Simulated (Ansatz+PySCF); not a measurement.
**singlet HCl: levels of theory in one basis**

```yaml
atoms:
  - { symbol: H, position_ang: [0.0000, 0.0000, -2.4276] }
  - { symbol: Cl, position_ang: [0.0000, 0.0000, 0.1428] }
```

Basis set: 6-31G (spherical functions). Frozen core: 5 orbitals. Charge 0, multiplicity 1.

Computed with Ansatz (development build ahead of 0.2.0); each method stands on the lowest determinant of its kind that the runs found.

```
                            method  E − E(RHF) (eV)  <S²> of the determinant
                               RHF             0.00                     0.00
                               UHF            -2.40                     0.93
                           RHF-MP2            -2.37                        –
                           UHF-MP2            -3.12                     0.93
                       RHF-CCSD(T)            -3.56                        –
                       UHF-CCSD(T)            -3.53                     0.93
full CI (lowest root of this spin)            -3.56                        –
```

(1) What does RHF-CCSD give on the same scale?

(2) Is a single determinant a sound starting point here?

## Answers

(1) -3.48 eV.

At such a shape the full CI root can have another spatial symmetry than the determinants, so the rows needn't describe one state.

(2) It is doubtful. Unrestricted orbitals lower Hartree–Fock by 2.40 eV and <S²> is 0.93 where a pure state has 0.00, a sign of strong static correlation.

Caution for RHF, RHF-MP2, RHF-CCSD, RHF-CCSD(T): an unrestricted determinant lies well below. Caution for UHF, UHF-MP2, UHF-CCSD(T): the unrestricted determinant is a mixture of spin states. Caution for RHF-MP2, UHF-MP2, RHF-CCSD, RHF-CCSD(T), UHF-CCSD(T): large amplitudes, a single reference is doubtful. Caution for UHF-MP2, UHF-CCSD(T): a plain start can end on a higher determinant. Caution for RHF-CCSD(T), UHF-CCSD(T): the amplitudes may be one of several solutions.
